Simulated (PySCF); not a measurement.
# [PH2]+: from structure and modes to constants

Level of theory: PBE0/[P def2-TZVP, H def2-TZVP], no relativity, density fitting, PySCF.

The singlet minimum has C2v symmetry. Masses (u): P 30.97376, H 1.00782.

```xyz
3
charge 1 multiplicity 1, angstrom
P     0.0000    0.0000   -0.0608
H     1.0256    0.0000    0.9346
H    -1.0256    0.0000    0.9346
```

Harmonic wavenumbers (cm⁻¹): 1126.0 (a1, ×1), 2388.3 (a1, ×1), 2401.0 (b2, ×1).

(1) Find the principal moments of inertia and the rotational constants. What kind of rotor is it?

(2) What is the harmonic zero-point energy?

(3) Find the vibrational entropy and heat capacity at 298.15 K.

(4) Give the standard entropy (298.15 K, 1 bar) by its translational, rotational, vibrational and spin parts, and Cp.

## Answers

(1) About the centre of mass I = 1.8751, 2.1203, 3.9955 u Å². With B = 16.8576/I this gives 8.99, 7.95, 4.219 cm⁻¹. The molecule is an asymmetric top with κ = 0.56.

(2) Half the sum of all 3 wavenumbers, 5915/2 = 2958 cm⁻¹, which is 35.4 kJ/mol (1 cm⁻¹ = 0.0119627 kJ/mol).

(3) With u = 1.43878 ω/T, each mode gives S = R[u/(eᵘ−1) − ln(1−e⁻ᵘ)] and C = R u² eᵘ/(eᵘ−1)².
| ω (cm⁻¹) | u | S (J/(mol K)) | C (J/(mol K)) |
| --- | --- | --- | --- |
| 1126.0 | 5.434 | 0.23 | 1.08 |
| 2388.3 | 11.525 | 0.00 | 0.01 |
| 2401.0 | 11.586 | 0.00 | 0.01 |
The sums over all modes are S = 0.2 and C = 1.1 J/(mol K); the softest mode gives 99 % of the entropy.

(4) Sackur–Tetrode with M = 32.99 u gives 152.5; rotation with symmetry number 2 gives 54.3; vibration 0.2; spin R ln 1 = 0.0. The total is 207.0 J/(mol K), and Cp = 4 R + 1.1 = 34.4 J/(mol K).

This need not be the most stable arrangement of these atoms.
